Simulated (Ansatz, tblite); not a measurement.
# The cluster HgF₃−: one state, many levels

An exercise on one series of results from a longer session: the logs are not shown, and one member is left open.

Program: Ansatz 0.2.0, Gaussian basis. Level of theory: as each input shows. These are calculated values, not measurements.

Levels to be run: GFN1-xTB, GFN2-xTB, PBE-D4/def2-TZVPD, r2SCAN-D4/def2-TZVPD, B3LYP-D4/def2-TZVPD, PBE-QIDH/def2-TZVPD, r2SCANh-D4/def2-TZVPD, HSE06-D4/def2-TZVPD, LDA/def2-TZVPD, PBE-D4/def2-SVPD, PBE0-D4/def2-SVPD, CCSD(T)/def2-TZVPPD, MP2/def2-TZVPD, RPA/def2-TZVPD.

### The geometry

The geometry is that of the singlet, from an earlier relaxation (r2SCAN-D4/def2-TZVPD). At that level it is the lowest of the isomers that a small search found.

4 atoms, charge -1, spin multiplicity 1.

Bond lengths: Hg1–F2 2.107 Å, Hg1–F3 2.106 Å, Hg1–F4 2.108 Å. Angles: F2–Hg1–F3 120.3°, F2–Hg1–F4 119.7°, F3–Hg1–F4 120.0°.

Hg takes a core potential in the def2 sets. No spin-orbit coupling is included. The ion is computed in the gas phase, without counter-ions or solvent.

PBE0-D4/def2-TZVPD was run before; its log isn't repeated, and its numbers join the tables.

Set-up of the first run:

Tight binding, by tblite at 300 K electronic temperature and without a spin-polarisation term:

```python
tblite.interface.Calculator('GFN1-xTB', numbers, positions, charge=-1, uhf=0).singlepoint()
```

Tight binding, by tblite at 300 K electronic temperature and without a spin-polarisation term:

```python
tblite.interface.Calculator('GFN2-xTB', numbers, positions, charge=-1, uhf=0).singlepoint()
```

start.molden holds the orbitals of an earlier run on this state, given as this run's starting guess.

Input file in.yaml:

```yaml
crystal:
  periodic: [false, false, false]
  atoms:
    - {symbol: Hg, position_ang: [-0.003221, -0.001435, 0.000882]}
    - {symbol: F, position_ang: [0.902422, -1.880022, 0.299897]}
    - {symbol: F, position_ang: [-2.076395, 0.237218, 0.282870]}
    - {symbol: F, position_ang: [1.177194, 1.644239, -0.583659]}
basis:
  gaussian: {orbitals: def2-TZVPD, initial_orbitals: start.molden}
total_charge: -1
hamiltonian: {xc: pbe, dispersion: d4}
scf: {omitted_lower_state_checks: [starts]}
output: {orbitals: {seedname: orbitals}}
```

Command:

```console
$ ansatz run in.yaml --threads 2 --pin off --events-out ev --progress --plain --max-ram 4352MiB
```

Steps of the session up to this table: PBE-D4/def2-TZVPD; r2SCAN-D4/def2-TZVPD; B3LYP-D4/def2-TZVPD; PBE-QIDH/def2-TZVPD; r2SCANh-D4/def2-TZVPD; HSE06-D4/def2-TZVPD; LDA/def2-TZVPD; PBE-D4/def2-SVPD; PBE0-D4/def2-SVPD; CCSD(T)/def2-TZVPPD; MP2/def2-TZVPD; RPA/def2-TZVPD.

One table of the session follows, with a row left open; its other results are not shown here.

It belongs to the step «Levels side by side». 

| level | HOMO (eV) | LUMO (eV) | gap (eV) |
| --- | --- | --- | --- |
| LDA/def2-TZVPD | -2.44 | 0.87 | 3.30 |
| PBE-D4/def2-SVPD | -2.24 | 1.16 | 3.40 |
| PBE-D4/def2-TZVPD | -2.18 | 1.20 | 3.38 |
| r2SCAN-D4/def2-TZVPD | -2.48 | 1.39 | 3.87 |
| r2SCANh-D4/def2-TZVPD | -3.13 | 1.71 | 4.85 |
| B3LYP-D4/def2-TZVPD | -3.65 | 1.75 | 5.40 |
| PBE0-D4/def2-SVPD | ? | ? | ? |
| PBE0-D4/def2-TZVPD | -3.87 | 2.10 | 5.97 |
| HSE06-D4/def2-TZVPD | -3.46 | 1.73 | 5.18 |

Q: Estimate the row for PBE0-D4/def2-SVPD from the others.

As computed: HOMO (eV): -3.95; LUMO (eV): 2.05; gap (eV): 6.01. In the column «HOMO (eV)» it is the lowest.
